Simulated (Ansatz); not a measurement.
For Te₃As₂ (C2/m, No. 12), r²SCAN+rVV10 (plane waves, PAW; Ansatz, an electronic-structure program) gives:

* **cohesive energy**: 2.73 eV/atom
* **band gap**: 0.53 eV

Question: What does HSE06 in Ansatz (PAW) give for the same quantities?

Answer: 
- cohesive energy: 2.41 eV/atom (decreases by 0.32 eV/atom)
- band gap: 0.81 eV (rises by 0.28 eV)

For comparison: band gap 0.4 eV (measured, 4 K, zero-point motion not removed, scanning tunnelling spectroscopy; as tabulated in Electronic band gap of van der Waals α-As2Te3 crystals, HAL hal-03321708).

Changes are worked out from the printed values.

Unless a cell is named, each level is at its own relaxed cell (r²SCAN+rVV10 29.25, HSE06 30.47 Å³/atom).

Levels without +SOC leave out spin–orbit coupling, which shifts energies and cells of such heavy elements.

Levels without +SOC have no spin–orbit coupling; where heavier elements are present it shifts gaps, mostly down, and can invert bands. Density-functional gaps are differences of (generalised) Kohn–Sham levels.

Caveats: the cell comes from a level without a dispersion term, which matters for the spacing of layers, chains or molecules (HSE06). Ansatz's density-functional and Hartree–Fock values are scalar-relativistic unless marked +SOC, with PAW data made under PBE.
